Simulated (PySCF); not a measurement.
# C3H6: the cost of one run

Computed with PySCF 2.14.0, with density-fitted response routines of our own, on a single molecule in the gas phase. Atoms count from 0, in the outputs and in this text.

## Step 1: The molecule as given

9 atoms, charge 0, multiplicity 1; geometry from: MMFF94s. The atoms were then displaced at random by about 0.03 Å, so the start is not that level's minimum.

Bonds of the start (Å): C0–C1 1.38, C1–C2 1.54, C0–H3 1.13, C0–H4 1.00, C1–H5 1.08, C2–H6 1.07, C2–H7 1.09, C2–H8 1.06.

## Step 2: Optimising the geometry at PBE0-D3(BJ)/def2-SVP

What the job is given:

```
{"job": {"xc": "PBE0", "basis": "def2-SVP", "d3": "d3bj", "grid": 1, "shake": 0.03, "kind": "geom"}, "charge": 0, "multiplicity": 1}
C      1.408600     0.004780    -0.255640
C      0.259310    -0.122770     0.505330
C     -1.196400    -0.009940     0.011580
H      1.350520     0.338110    -1.330780
H      2.342830    -0.029840     0.103500
H      0.410470    -0.343630     1.553480
H     -1.633060     0.765870     0.604230
H     -1.150370     0.266090    -1.040910
H     -1.659160    -0.938120     0.250810
```

Run with:

```
OMP_NUM_THREADS=1 python probes_run.py task.json out
```

The driver reads the jobs from task.json and runs them one after another.

**Question.** How long does this first job take on 1 thread of Intel Xeon Platinum 8488C, shared host, and how much memory does it need?

About 21 s, with a peak of 0.31 GiB.
